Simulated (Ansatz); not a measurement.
Process, species as SMILES: C=C (C2H4) + 2 [H][H] (H2) → 2 C (CH4)
B3LYP-D3(BJ)/def2-TZVP geometries, fixed; electronic energies without zero-point terms.
Largest species:
```xyz
6

C     -0.0012    -0.0058     0.6623
C      0.0012     0.0058    -0.6623
H      0.0167     0.9104     1.2401
H     -0.0212    -0.9321     1.2238
H      0.0212     0.9321    -1.2238
H     -0.0167    -0.9104    -1.2401
```
Charge 0, spin multiplicity 1.

Basis-set convergence of the energy of full hydrogenation at MP2 with Ansatz (a quantum-chemistry and plane-wave program). All functions are spherical. Cores are frozen. No added dispersion term, no relativity. Functions are those of the species that has most. Reference: Hartree-Fock in aug-cc-pVQZ plus the correlation part extrapolated as X^-3 from aug-cc-pVTZ and aug-cc-pVQZ, -58.60 kcal/mol, itself unsure by roughly 0.14 kcal/mol (a third of the extrapolation step and of the last Hartree-Fock step).

| basis | functions | energy of full hydrogenation (kcal/mol) |
|---|---|---|
| 3-21G | 26 | ___ |
| 6-31G | 26 | ___ |
| def2-SVPD | 72 | ___ |
| pcseg-2 | 116 | -59.76 |
| jun-cc-pV(T+d)Z | 134 | -59.24 |
| def2-TZVPPD | 142 | ___ |
| aug-cc-pVTZ | 184 | -59.28 |
| pcseg-3 | 252 | -59.43 |
| aug-cc-pVQZ | 344 | -58.80 |

Problem. Fill in the missing entries.

Solution. 
- 3-21G, energy of full hydrogenation (kcal/mol): -56.16
- 6-31G, energy of full hydrogenation (kcal/mol): -54.32
- def2-SVPD, energy of full hydrogenation (kcal/mol): -61.53
- def2-TZVPPD, energy of full hydrogenation (kcal/mol): -59.15
